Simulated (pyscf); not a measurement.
Single points on ωB97X-D3(BJ)/def2-SVP structures (PySCF, gas phase).

SMILES: [Cl][Ga]([Cl])[SeH]
```xyz
5

Cl     1.8750     1.5745    -1.0934
Ga     1.0580     0.0467     0.1400
Cl     1.8132    -0.1349     2.1228
Se    -0.5706    -1.3423    -0.6481
H     -0.6255    -2.0551     0.6331
```
Charge 0, spin multiplicity 1.

**Question.** What are the homolytic bond dissociation enthalpies (298 K) of `[Cl][Ga]([Cl])[SeH]` at ωB97M-D3(BJ)/def2-TZVP, weakest first?

**Answer.** Ga–Se to [Cl–Ga–Cl]• + SeH•: 72.0 kcal/mol; H–Se to Cl–Ga(Cl)–Se• + H•: 79.4 kcal/mol; Cl–Ga to Cl• + [Cl–Ga–SeH]•: 97.8 kcal/mol. Ring and multiple bonds, and those that leave no two simple radicals, are not listed. The radicals are drawn with the spin at the cut bond; how far it spreads was not checked. Other isomers of [Cl–Ga–SeH]•, Cl–Ga(Cl)–Se• were not searched in full and may lie lower. Left out: the spin-orbit lowering of Cl, SeH, which is large for Br, Se, Te and I. Elements up to Kr have no core potential and no relativistic terms here.
